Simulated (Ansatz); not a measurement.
# BH2S2−: functionals against CCSD(T) at one geometry

An exercise on one series of results from a longer session: the logs are not shown, and one member is left open.

Computed with Ansatz 0.2.0, Gaussian basis. Level: single points in def2-TZVPPD.

Cores are frozen in the correlated methods.

## Starting geometry

SMILES `[S-]BS`, 5 atoms, charge -1, spin multiplicity 1.

Atoms are counted from 1 here; the program's logs count them from 0.

Bond lengths: S1–B2 1.657 Å, B2–S3 1.883 Å, B2–H4 1.065 Å, S3–H5 1.544 Å. Angles: S1–B2–S3 126.9°, S1–B2–H4 130.8°, S3–B2–H4 102.3°, B2–S3–H5 92.3°.

Coordinates:

```xyz
5
charge -1, multiplicity 1
S    -1.19500   -1.03310    0.93860
B    -0.54370   -0.06820   -0.24020
S     1.17740    0.69510   -0.25420
H    -0.96310    0.30180   -1.14640
H     1.58090   -0.04040    1.04210
```

Set-up of the first run:

run/in.yaml reads:

```yaml
crystal:
  periodic: [false, false, false]
  atoms:
    - {symbol: S, position_ang: [-1.195000, -1.033100, 0.938600]}
    - {symbol: B, position_ang: [-0.543700, -0.068200, -0.240200]}
    - {symbol: S, position_ang: [1.177400, 0.695100, -0.254200]}
    - {symbol: H, position_ang: [-0.963100, 0.301800, -1.146400]}
    - {symbol: H, position_ang: [1.580900, -0.040400, 1.042100]}
basis:
  gaussian: {orbitals: "def2-TZVPPD.json"}
total_charge: -1
correlation: {method: ccsd_t}
output: {forces: true}
```

The basis file named in the input lies beside it (Basis Set Exchange, JSON).

No record of the launch command was kept for these runs.

Among the steps run: CCSD(T)/def2-TZVPPD; PBE0-D4/def2-TZVPPD; wB97M-V/def2-TZVPPD; r2SCAN-D4/def2-TZVPPD; PBE-D4/def2-TZVPPD; BHLYP-D4/def2-TZVPPD; B97M-V/def2-TZVPPD.

One of the session's tables, all rows but one given; the rest of the session is left out.

```
   method  RMS force component (eV/Å)  angle to CCSD(T) forces (°)
  CCSD(T)                       2.011                    reference
  PBE0-D4                       2.019                          3.8
  wB97M-V                           ?                            ?
r2SCAN-D4                       1.981                          2.5
   PBE-D4                       1.964                          4.4
 BHLYP-D4                       2.008                          5.9
   B97M-V                       1.964                          4.1
```

Estimate the missing values for wB97M-V.

**Answer.** RMS force component (eV/Å): 1.985; angle to CCSD(T) forces (°): 3.4. In the column «RMS force component (eV/Å)» it lies between r2SCAN-D4 (1.981) and BHLYP-D4 (2.008).
